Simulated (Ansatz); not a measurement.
Species: H₃Si, SMILES `[SiH3]` (charge 0, multiplicity 2), formula H₃Si.

### Question
How many basis functions does frozen-core CCSD(T)/cc-pVTZ // B3LYP-D3(BJ)/def2-TZVP in Ansatz (a first-principles code) use, how many core orbitals are frozen, and how many electrons are correlated?

### Answer
76 basis functions and 5 frozen orbitals, which leaves 7 correlated electrons. Core time is of the order of seconds.
